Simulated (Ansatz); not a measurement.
One change: `C=C(O)O` becomes `COC=C(O)O`.

Ansatz, PBE0-D4/def2-TZVP geometries, multiplicity 1. Each molecule was computed in one conformer, which needn't be the lowest.

| property | `C=C(O)O` |
| --- | --- |
| HOMO energy (PBE0/def2-TZVPP) / eV | -6.32 |
| HOMO–LUMO gap (PBE0/def2-TZVPP) / eV | 7.09 |
| HOMO–LUMO gap (B3LYP/def2-TZVPP) / eV | 6.48 |
| HOMO energy (ωB97M-V/def2-TZVPP) / eV | -8.59 |
| LUMO energy (ωB97M-V/def2-TZVPP) / eV | 2.23 |
| size of the dipole moment (B3LYP/def2-TZVPP) / D | 1.81 |

**Question.** What does the change do to each property? (An estimate is asked.)

**Answer.** The calculation gave: 
```csv
property,`COC=C(O)O`,shift
HOMO energy (PBE0/def2-TZVPP) / eV,-5.80,0.52
HOMO–LUMO gap (PBE0/def2-TZVPP) / eV,6.94,-0.15
HOMO–LUMO gap (B3LYP/def2-TZVPP) / eV,6.36,-0.12
HOMO energy (ωB97M-V/def2-TZVPP) / eV,-8.05,0.54
LUMO energy (ωB97M-V/def2-TZVPP) / eV,2.59,0.36
size of the dipole moment (B3LYP/def2-TZVPP) / D,1.05,-0.76
```

With PBE0 the HOMO rises by 0.52 eV and the LUMO rises by 0.37 eV, so the gap narrows by about 0.15 eV. PBE moves the HOMO by 0.52 eV and ωB97M-V by 0.54 eV. Dipoles are sizes alone; their direction can turn.

B3LYP here is the variant with VWN-RPA as its local correlation; programs differ in this.
